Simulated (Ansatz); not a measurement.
Tetradymite Bi2Se3, treated with r²SCAN+rVV10 (Ansatz, a quantum-chemistry and plane-wave program, plane waves, PAW).

Run with plane-wave cutoff 560 eV, 10×10×10 k mesh, Fermi–Dirac smearing 0.01 eV, scalar-relativistic PAW data made under PBE.

Computed at the level's own relaxed cell.

### Question
Give the computed band gap, lattice constant a, bulk modulus, c axis length and pressure derivative B′ of the bulk modulus.

### Answer

- band gap = 0.60 eV
- lattice constant a = 4.144 Å
- bulk modulus = 30.5 GPa
- c axis length = 29.288 Å
- pressure derivative B′ of the bulk modulus = 12.4

Measured, for comparison: band gap 0.3 eV (temperature not stated, no zero-point or thermal correction; as tabulated in Park and Ryu (2016), arXiv:1610.06451); lattice constant a 4.143 Å, lattice parameter c 28.636 Å (temperature not stated, no zero-point or thermal correction; as tabulated in Luo et al. (2012), arXiv:1308.1523). Computed (rounded) less measured: lattice constant a 0.0 %, lattice parameter c +2.3 %.

Note: the bulk modulus comes from volumes at which shape and atoms were relaxed.

Spin–orbit coupling is not included; with these elements it can move the gap by several tenths of an eV or more.

Cost on a shared machine: around 30 core-minutes (rough).
